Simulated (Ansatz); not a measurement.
# Rock-salt SmS (cell taken from a computed entry)

All values below come from r²SCAN-D4 (Ansatz, a first-principles code, PAW).

Settings: plane-wave cutoff 500 eV, 12×12×12 k mesh, Fermi–Dirac smearing 0.05 eV, spin-polarised start, scalar-relativistic PAW data made under PBE.

Cell (relaxed at this level):

```
SmS
1.0
    0.00000     2.90911     2.90911
    2.90911     0.00000     2.90911
    2.90911     2.90911     0.00000
Sm S
1 1
Direct
  0.50000   0.50000   0.50000
  0.00000   0.00000   0.00000
```

```
Item                        Result
-------------------  -------------
volume per atom      24.62 Å³/atom
lattice parameter a        5.818 Å
```

Note: the magnetic order was assumed, not searched for or taken from measurement; the relaxation could not lower the start's symmetry, so the cell can be a saddle point above a distorted one; the 4f shell is treated without U or exact exchange, so its levels and filling can be wrong.

Spin–orbit coupling is not included.
